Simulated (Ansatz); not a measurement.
Reaction: C2H6O (methoxymethane, SMILES O(C)C) → C2H5O (SMILES [CH2]OC, doublet) + H (doublet) (the C-H bond breaks)
Each species at its own B3LYP-D3(BJ)/def2-TZVP minimum (Ansatz, a quantum-chemistry and plane-wave program).

Total energies in hartree (Ansatz). UHF or UKS for unpaired electrons; spin-orbit terms are left out. Cores are frozen in correlated methods. No relativity. Where a partner has so few electrons that a lower coupled-cluster level is exact, that level stands in.

| species | HF/cc-pVTZ | CCSD(T)/cc-pVTZ | HF/cc-pVQZ | CCSD(T)/cc-pVQZ | CCSD(T)/cc-pVDZ | CCSDT(Q)/cc-pVDZ |
|---|---|---|---|---|---|---|
| 1: C2H6O (methoxymethane, SMILES COC) | -154.12617 | -154.77674 | -154.13765 | -154.82561 | -154.60621 | -154.60785 |
| 2: C2H5O (SMILES [CH2]OC, doublet) | -153.49890 | -154.11356 | -153.51043 | -154.16123 | -153.94833 | -153.95008 |
| 3: H (doublet) | -0.49981 | -0.49981 | -0.49995 | -0.49995 | -0.49928 | -0.49928 |

**Question.** Work out the bond dissociation energy (electronic) in kcal/mol: take Hartree-Fock from cc-pVQZ, extrapolate the CCSD(T) correlation energy as X^-3 (X = 3, 4), and add CCSDT(Q) - CCSD(T) in cc-pVDZ. 1 hartree = 627.51 kcal/mol.

**Answer.** 
Species 1: correlation (64·(-0.68796) - 27·(-0.65057))/37 = -0.71524; step -0.00164; E1 = -154.13765 + (-0.71524) + (-0.00164) = -154.85453
Species 2: correlation (64·(-0.65080) - 27·(-0.61466))/37 = -0.67717; step -0.00175; E2 = -153.51043 + (-0.67717) + (-0.00175) = -154.18935
Species 3: correlation (64·(0.00000) - 27·(0.00000))/37 = 0.00000; step +0.00000; E3 = -0.49995 + (0.00000) + (+0.00000) = -0.49995
-1·E1 +1·E2 +1·E3 = 0.16523 hartree = 103.7 kcal/mol.
